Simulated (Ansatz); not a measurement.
## Dissociation curves of BH5O (B(H2O)H3)

The species is BH5O (7 atoms), meant as a singlet with charge 0. As SMILES, `[H]B([H])([H])<-O`. The coordinates come from a GFN2-xTB relaxation.

```xyz
7

B     0.0678   -0.1117   -0.6689
O     0.1008   -0.1466    1.0307
H    -0.8361   -0.1426    1.2525
H     0.4863    0.7089    1.2448
H     1.2101   -0.0685   -0.9703
H    -0.5443    0.8763   -0.9302
H    -0.4847   -1.1158   -0.9586
```

The O2–H4 distance is scanned; the parts on either side stay rigid. Basis STO-3G, 2 core orbitals frozen in the correlated methods; program Ansatz 0.2.0. FCI is exact within this basis and core. Energies in eV from each method's value at 0.962 Å; methods without a U are spin-restricted. The shape above is that at 0.962 Å.

```csv
distance (Å),SVWN5,BHLYP,r2SCAN0,CCSDT(Q),FCI
0.962,0.00,0.00,0.00,0.00,0.00
1.203,0.52,0.80,0.74,0.57,0.57
1.444,2.03,2.64,2.49,2.05,2.05
1.925,4.70,6.06,5.63,4.03,4.02
2.406,6.13,8.07,7.37,4.50,4.47
```

Departure from the FCI curve at its largest: SVWN5 +1.66 eV at 2.41 Å; BHLYP +3.59 eV at 2.41 Å; r2SCAN0 +2.90 eV at 2.41 Å; CCSDT(Q) +0.03 eV at 2.41 Å. Restricted functionals keep the electrons paired too, and rise too high.
